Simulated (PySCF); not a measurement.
## ORD: `C[C@@H]1C[C@@H]1S`, C₄H₈S

Geometry:
| atom | x (Å) | y (Å) | z (Å) |
| --- | --- | --- | --- |
| C1 | -1.475 | -0.452 | -0.534 |
| C2 | -0.582 | 0.163 | 0.512 |
| C3 | 0.472 | 1.152 | 0.115 |
| C4 | 0.868 | -0.207 | 0.610 |
| S5 | 1.564 | -1.407 | -0.544 |
| H6 | -2.323 | 0.200 | -0.735 |
| H7 | -0.927 | -0.608 | -1.460 |
| H8 | -1.852 | -1.415 | -0.192 |
| H9 | -1.082 | 0.335 | 1.459 |
| H10 | 0.670 | 2.005 | 0.748 |
| H11 | 0.595 | 1.350 | -0.939 |
| H12 | 1.313 | -0.300 | 1.592 |
| H13 | 2.754 | -0.816 | -0.649 |

The calculation used TDDFT wB97X-D/aug-cc-pVDZ circular dichroism and optical rotation, one conformer, gas phase in PySCF. Geometry: GFN2-xTB.

The molecule is flexible and this is one conformer; a measurement averages over conformers.

Stereocentres: C2 R, C4 S.

(1) Give the optical rotatory dispersion at 633, 589.3, 546, 436, 405, 365, 355 nm.

(2) And for the mirror image at 589.3 nm?

(3) What is the molar rotation [Φ] = [α]·M/100 of the geometry above at 589.3 nm?

## Answers

(1) [α] in deg dm⁻¹ (g/mL)⁻¹:
```csv
λ (nm),origin-invariant length gauge,modified velocity gauge,length gauge (centre of mass),isotropic polarisability (au)
633,+80.5,+78.8,+80.6,69.4
589.3,+93.2,+91.2,+93.3,69.7
546,+109.1,+106.7,+109.1,70.0
436,+172.1,+167.7,+172.1,71.4
405,+198.5,+193.0,+198.5,72.0
365,+238.8,+231.2,+238.8,73.1
355,+249.4,+241.0,+249.4,73.4
```

(2) -93.2 deg dm⁻¹ (g/mL)⁻¹ (origin-invariant length gauge): the same size and the opposite sign.

(3) With M = 88.17 g/mol, +82.2 deg cm² dmol⁻¹ (origin-invariant length gauge).

The first excitation lies at 5.61 eV (221 nm) with R = -6.2 × 10⁻⁴⁰ esu² cm² (velocity form).
